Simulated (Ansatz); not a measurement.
A made-up structure of CH2BSi (charge -1), closed shell:

| atom | x (Å) | y (Å) | z (Å) |
| --- | --- | --- | --- |
| B1 | -0.2626 | -1.4972 | 2.6201 |
| C2 | 0.0511 | 0.2911 | -0.5093 |
| Si3 | -0.0940 | -0.5341 | 0.9330 |
| H4 | -0.2955 | -0.0169 | -1.4625 |
| H5 | 0.5093 | 1.2340 | -0.6660 |

It is relaxed with PBE-D4/def2-SVPD and then PBE0-D4/def2-TZVPD (Ansatz 0.2.0). Atoms count as bonded within 1.22 times the sum of their covalent radii (H–H: 0.88 Å). The end point is not checked to be a true minimum.

Problem. Does its bonding change? (Judge from chemistry; the calculation decides.)

Solution. By the calculation: Yes. Formed: B1–C2, B1–H5; broken: C2–H5.

Where it ends: The first stage lowers the energy by 3.96 eV in 39 steps. It ends as CH₂BSi ([BH]1[CH][Si]1), total charge -1:
B1  (-0.049, 0.233, 0.858)
C2  (0.009, -0.299, -0.493)
Si3  (0.005, -1.706, 0.637)
H4  (0.037, -0.027, -1.547)
H5  (-0.094, 1.276, 1.461)
(Å)

Labels in which every atom is bracketed show which atoms are joined, not bond orders.

For scale, one of the runs: PBE0-D4/def2-TZVPD relaxation, 135 basis functions, launched by `ansatz run in.yaml --threads 2 --pin off --events-out ev --progress --plain --max-ram 4352MiB`. The run took about 14 s on 2 CPU threads of an Arm Neoverse V1 (shared host).
